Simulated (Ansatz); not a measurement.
Ideal-gas functions of `[NH2-]` at 800 K and 1 bar, from an Ansatz frequency run at PBE0-D4/def2-TZVPD.

Molar mass 16.02 g/mol, point group C2v (symmetry number 2), electronic degeneracy 1, moments of inertia 0.74, 1.281, 2.021 u Å². Harmonic wavenumbers (cm⁻¹, unscaled): 1506, 3331, 3409.

Use S(trans) = R[1.5 ln M + 2.5 ln T − 1.1517]; rotational temperatures θ = 24.2544 K / I; S(rot) = R[ln(√π/σ · √(T³/θAθBθC)) + 1.5]; for each mode x = 1.438777 ν̃/T, S = R[x/(eˣ − 1) − ln(1 − e⁻ˣ)] and H = RT x/(eˣ − 1); 1 cm⁻¹ = 0.0119627 kJ/mol; R = 8.31446 J/(mol·K).

Problem. By hand: the entropy, in J/(mol·K).

Solution. Translation 164.0. Rotation: θ = 32.7762, 18.934, 12.0012 K, giving 57.8. Vibration, mode by mode: 2.18, 0.15, 0.13, in all 2.5. Electronic 0.0. Sum 224.3 J/(mol·K).

Problem. By hand: H − E and G − E in kJ/mol, counted from the electronic energy.

Solution. Zero-point energy ½ × 8246 × 0.0119627 = 49.3; thermal vibration 1.5; translation, rotation and pV give 4 RT = 26.6. H − E = 77.4 kJ/mol, and G − E = 77.4 − 800 × 224.3/1000 = -102.0 kJ/mol.

Vibration gives 1 % of the entropy.
